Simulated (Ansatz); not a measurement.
# Europium, bcc: convergence with cold smearing

Computed with Ansatz, r²SCAN, scalar-relativistic PAW, on the relaxed cell (a = 4.455 Å; ferromagnetic, net 7.86 μB per atom). Errors count from a run at 500 eV on a Γ-centred 13×13×13 mesh with Fermi-Dirac smearing of 0.05 eV, extrapolated to zero width. Fixed here: cutoff 500 eV, mesh 10×10×10.

| width (eV) | E(σ→0) error (meV/atom) | F error (meV/atom) | P (GPa) | sphere moment (μB) | SCF iterations |
| --- | --- | --- | --- | --- | --- |
| 0.01 | 3.1 | 3.1 | -0.13 | 7.38 | 22 |
| 0.03 | 3.4 | 3.6 | 0.05 | 7.30 | 23 |
| 0.1 | 3.3 | 3.2 | -0.12 | 7.36 | 24 |
| 0.2 | -28.7 | 7.2 | -0.46 | 7.39 | 37 |
| 0.3 | 4.9 | 66.3 | -0.54 | 7.39 | 27 |
| 0.6 | 132.6 | 245.6 | -0.54 | 7.35 | 32 |
| 1.0 | 312.5 | 441.4 | -0.53 | 7.30 | 35 |
